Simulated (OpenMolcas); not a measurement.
## CH7AlSi: a line through the functionals

CH7AlSi: 10 atoms, total charge 0, spin state singlet. As SMILES, `[CH3][AlH][SiH3]`. The shape is that of a PBE0-D4/def2-TZVP optimisation.

The vertical energy of the triplet above the singlet y, in eV, basis cc-pVDZ; a is the functional's share of exact exchange. Programs: OpenMolcas 26.06.

| functional | program | a | y (eV) |
| --- | --- | --- | --- |
| TPSS | OpenMolcas | 0 | 3.57 |
| revPBE | OpenMolcas | 0 | 3.46 |
| B3LYP | OpenMolcas | 0.2 | 3.76 |
| PBE0 | OpenMolcas | 0.25 | ? |
| BHLYP | OpenMolcas | 0.5 | 3.97 |

Fit y = c + s·a to the known rows and predict PBE0.


1. Means of the 4 rows: a = 0.1750, y = 3.690.
2. Σ(Δa)² = 0.1675, Σ(Δa·Δy) = 0.154, so the slope is 0.154/0.1675 = 0.9194.
3. Intercept: 3.690 − (0.9194) × 0.1750 = 3.529. The largest residual of the fit is 0.069.
4. PBE0: 3.529 + (0.9194) × 0.25 = 3.76 eV.

The run gave 3.66 eV, so the prediction is off by +0.10 eV, about the largest residual. The rows mix families of semi-local functionals, which the line can't see.
